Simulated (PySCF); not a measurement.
What binds to dinitrogen, and how strongly

Gas-phase complexes of dinitrogen, each in one structure from a short search with a few starts, optimised by PBE0-D3(BJ)/def2-SVPD or PBE0-D3(BJ)/def2-TZVPD; other ways of binding may lie lower. Energies in kcal/mol, CCSD(T) at its estimated basis limit, counterpoise-corrected (PySCF): interaction is complex less parts frozen as they stand in it. Contacts are written partner···dinitrogen; electrostatic, Pauli and orbital are terms of the uncorrected MP2 energy, whose rest is dispersion or correlation. The CCSD(T) estimate is Hartree-Fock/aug-cc-pVQZ, plus the MP2 correlation part extrapolated as X⁻³ from aug-cc-pVTZ and aug-cc-pVQZ, plus CCSD(T) less MP2 in aug-cc-pVDZ; noble-gas cores are frozen. It isn't the exact limit.

6 other partners are left out, for which the search missed the form known or expected to bind best.

Frequency runs check only 3 of the 4 structures; an imaginary mode is left, so that the point isn't a minimum, in the complex with hydrogen sulfide (28i cm⁻¹). 3 further partners within 0.25 kcal/mol of a listed one are not ranked.

(1) Order these partners of dinitrogen by interaction energy, strongest first: aluminium trifluoride, hydrogen sulfide, carbon dioxide, hydrogen chloride.

Answers

(1) aluminium trifluoride (-11.7), hydrogen chloride (-1.3), carbon dioxide (-0.9), hydrogen sulfide (-0.5).
```
              partner  contact  distance (Å)  interaction  electrostatic  Pauli  orbital
aluminium trifluoride   Al···N          2.16        -11.7          -14.8   20.9    -15.2
    hydrogen chloride    H···N          2.35         -1.3           -1.6    2.2     -0.7
       carbon dioxide    C···N          3.19         -0.9           -0.8    0.9     -0.1
     hydrogen sulfide    H···N          2.92         -0.5           -0.4    0.8     -0.1
```
